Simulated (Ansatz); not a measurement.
System: antifluorite Mg₂Ge. Method: B3LYP (VWN-RPA form) (plane waves, PAW; Ansatz, a first-principles code).

The input as run:

Ansatz 0.2 input:
```yaml
crystal:
  lattice:
    - [0.0, 3.1507564671, 3.1507564671]
    - [3.1507564671, 0.0, 3.1507564671]
    - [3.1507564671, 3.1507564671, 0.0]
  atoms:
    - { symbol: Mg, position: [0.25, 0.25, 0.25] }
    - { symbol: Mg, position: [0.75, 0.75, 0.75] }
    - { symbol: Ge, position: [0.0, 0.0, 0.0] }
basis:
  ecutwfc: 460
  ecutrho_ratio: 4
  xc_grid: 2
kpoints:
  mp_grid: { grid: [8, 8, 8] }
hamiltonian:
  xc: b3lyp
  dispersion: none
  pseudopotentials: { kind: paw }
scf:
  occupations: { method: fermi_dirac, width: 0.01 }
  convergence: { dr2_threshold: 0.0000000003 }
output:
  forces: true
  stress: true
  eigenvalues: true
```

From the output:

```
WARN output.stress: scf.exx.energy_threshold = 1e-6 eV is looser than the 3e-8 eV advised for a stress under a hybrid functional (1e-8 eV for each atom of the …
Crystal: 3 atoms, lattice volume = 62.557 Å³
Basis set: ecut = 460 eV, 1411 PW (Γ), exchange–correlation on 64×64×64 points (8 copies of the dense FFT grid, shifted against one another)
Bands: 21, of which v1, the nominal top of the filled ones, is band 17 counted from 1 (16 counted from 0)
Symmetry: 48 space group operations
Space group: Fm-3m (ITA 225), of the structure as read, at distance tolerance 4.0e-5 Å
k-points: 29 of 512
Functional: x = 0.1 slater + 0.9 b88, c = 0.19 vwn_rpa + 0.81 lyp, warm-up for x = 0.08 slater + 0.72 b88 + 0.2 exact, c = 0.19 vwn_rpa + 0.81 lyp
SCF iter   1: F=—  HF=-8157.157755 eV  |F-HF|=—  |Δ(HF+E_count)|=         —  Δρ=4.55e-3  dr2=6.94e-3
SCF iter   2: F=—  HF=-8157.157129 eV  |F-HF|=—  |Δ(HF+E_count)|=   6.26e-4  Δρ=2.02e-3  dr2=1.40e-3
  ...
Crystal: 3 atoms, lattice volume = 62.557 Å³
Initial density: handed on by an earlier stage of this run
Functional: x = 0.08 slater + 0.72 b88 + 0.2 exact, c = 0.19 vwn_rpa + 0.81 lyp
Crystal: 3 atoms, lattice volume = 62.557 Å³
SCF iter   5: F=—  HF=-8159.650649 eV  |F-HF|=—  |Δ(HF+E_count)|=   1.11e-8  Δρ=8.60e-7  dr2=2.14e-10
SCF iter   6: F=-8159.650649 eV  HF=-8159.650649 eV  |F-HF|=2.00e-11  |Δ(HF+E_count)|=  1.86e-10  Δρ=1.03e-7  dr2=1.78e-11
SCF 3 converged in 6 iterations: F = -8159.650649 eV  dr2 = 1.78e-11
Free energy (F): -8159.650649 eV
Internal energy: -8159.650649 eV  (E = F + TS)
E sigma→0 (E₀):  -8159.650649 eV
Fermi energy:    7.643065 eV
--- Stress (GPa, compression-positive) ---
        2.964277       0.000000      -0.000000
       -0.000000       2.964277      -0.000000
       -0.000000      -0.000000       2.964277
  P = ⅓ Tr σ = 2.9643 GPa (29.643 kbar)
```

The cell is one volume of an energy–volume scan, off the minimum.

The PAW data were made under PBE.
